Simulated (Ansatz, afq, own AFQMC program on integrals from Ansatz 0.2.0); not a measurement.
Integrals from Ansatz 0.2.0, then the random walk in our own AFQMC program (afq).

```yaml
crystal:
  periodic: [false, false, false]
  atoms:
    - {symbol: Br, position_ang: [0.000000, 0.000000, -1.702333]}
    - {symbol: H, position_ang: [0.000000, 0.000000, -0.014333]}
    - {symbol: Br, position_ang: [0.000000, 0.000000, 1.716667]}
basis:
  gaussian: {orbitals: cc-pVTZ}
magnetization: {spin_polarized: true, initial_magnetization: 1}
correlation: {method: ccsd_t, electrons: outside_noble_gas, hamiltonian_folder: ham}
```

```sh
$ ansatz run in.yaml --threads 1 --pin off --events-out ev --progress --plain --max-ram 24576MiB --backend cuda --devices 0, --max-vram 18GiB
```

Options of the walk:

```
--method phaseless --trial cisd --walkers 2500 --populations 20 --least-time 60 --time-step 0.005 --steps-per-block 50 --equilibration-blocks 28 --max-blocks 4000 --target-error 0.00023 --factor-cut 1e-05 --start spin_pure --seed 7905 --release-times 0.24,0.51,0.99,1.5 --release-step 0.03 --release-every 4 --taylor-order 6
```

Times are imaginary, in 1/Eh. The walk had a cap of 244 s. With eight or more populations the least sampling time is a fifth of least-time, and the error comes from their spread. Filled inner d shells are frozen with the cores.

Output of the walk:

```
orbitals 72  electrons 8 7  factors 511 of 635
reference energy -5145.45964403 Eh
CCSD correlation -0.36000546 Eh in 11 cycles, weight of the determinant in the CISD state 0.8479
energy of the start -5145.814081 Eh
 block  time / (1/Eh)  mean weight  energy / Eh
     1     0.250  0.9998  -5145.810290
     2     0.500  1.0003  -5145.816116
     3     0.750  0.9997  -5145.821527
     4     1.000  1.0001  -5145.825945
     5     1.250  1.0001  -5145.829209
     8     2.000  1.0001  -5145.833045
    11     2.750  1.0003  -5145.835355
    14     3.500  0.9995  -5145.834355
    17     4.250  0.9994  -5145.833978
    20     5.000  1.0001  -5145.836199
    22     5.500  1.0004  -5145.836270
    23     5.750  1.0003  -5145.834553
    26     6.500  1.0004  -5145.835227
    29     7.250  1.0002  -5145.834081
    32     8.000  1.0000  -5145.833952
    35     8.750  1.0000  -5145.834303
    38     9.500  0.9995  -5145.834620
    41    10.250  1.0001  -5145.835377
    44    11.000  1.0002  -5145.834729
    47    11.750  0.9998  -5145.834567
    50    12.500  1.0003  -5145.834573
    53    13.250  0.9995  -5145.834724
    56    14.000  1.0002  -5145.834970
    59    14.750  0.9996  -5145.833935
    62    15.500  0.9998  -5145.834333
    65    16.250  1.0002  -5145.835091
    68    17.000  1.0002  -5145.834169
    71    17.750  0.9998  -5145.834283
    74    18.500  1.0009  -5145.833332
    77    19.250  1.0000  -5145.834065
    78    19.500  1.0001  -5145.834639
error from the spread of 20 populations
released: time / (1/Eh)  energy / Eh  error  mean overlap
  0.24  -5145.834729  0.000175  0.9970
  0.51  -5145.835035  0.000157  0.9879
  0.99  -5145.835134  0.000272  0.9857
  1.50  -5145.835987  0.000278  0.9643
energy -5145.834456 +/- 0.000181 Eh
(rows thinned)
```

The run passed its tests (sampling time, drift between the halves within three errors, error under three times the target), which doesn't prove that it has relaxed.

Against this walk (error 4.9 meV) on the same determinant: CCSD(T) 29.0 meV higher, CCSDT(Q) 22.2 meV lower. The error is statistical and leaves out the bias of the constraint. The released energies are still falling (meV from the phaseless value at times in 1/Eh: -7 ± 5 at 0.24, -16 ± 4 at 0.51, -18 ± 7 at 0.99, -42 ± 8 at 1.50), so they give no level; they do show a bias of the constraint, and the last of them that isn't too noisy lies 19 meV below CCSDT(Q). CCSDT(Q) is the surest value here, so the walk's 22 meV above it is most likely the bias of the constraint with this trial, which can have either sign.

Cautions: constraint bias not in the error; no relativity below Rb; no spin-orbit coupling; inner d shell frozen; unrestricted determinant slightly spin contaminated (⟨S²⟩ 0.83 against 0.75).

The walk took 90 s on 1 × NVIDIA H100 80GB HBM3 with 2 threads of AMD EPYC 7R13 Processor (Zen 3) (shared host) (the card was shared). The log's last line is the phaseless energy.

CCSDT and higher add their correlation energy to the determinant of the CCSD(T) run, since their own runs factorise the integrals more tightly (a shift of under 2 meV). A walk keeps the symmetry of its determinant, which the program's search chose and which needn't be the lowest solution, so a lower state of the same spin and another symmetry isn't excluded.
